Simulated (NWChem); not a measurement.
Species: sulfur dioxide (SO₂); SMILES O=S=O

```xyz
3

O      1.2504     0.0000     0.3736
S      0.0000     0.0000    -0.3691
O     -1.2504     0.0000     0.3736
```
Atoms are numbered in this order, from 1.

Geometry: optimised at PBE0/def2-SVP.

 Unshifted, non-relativistic core excitations; the lowest 4 roots alone, so stronger bands may lie above.

**Question.** List the first S K-edge excitations from PBE/6-311G** (spherical d), restricted-window TDA (NWChem).

**Answer.** 
| state | energy (eV) | dipole oscillator strength | leading excitation (squared amplitude) |
|---|---|---|---|
| S1 | 2396.0 | 0.0050 | 1s of atom 2 or its equivalents → LUMO (1.00) |
| S2 | 2400.7 | 0.0019 | 1s of atom 2 or its equivalents → LUMO+1 (1.00) |
| S3 | 2401.1 | 0.0018 | 1s of atom 2 or its equivalents → LUMO+2 (1.00) |
| S4 | 2403.6 | 0.0023 | 1s of atom 2 or its equivalents → LUMO+3 (1.00) |
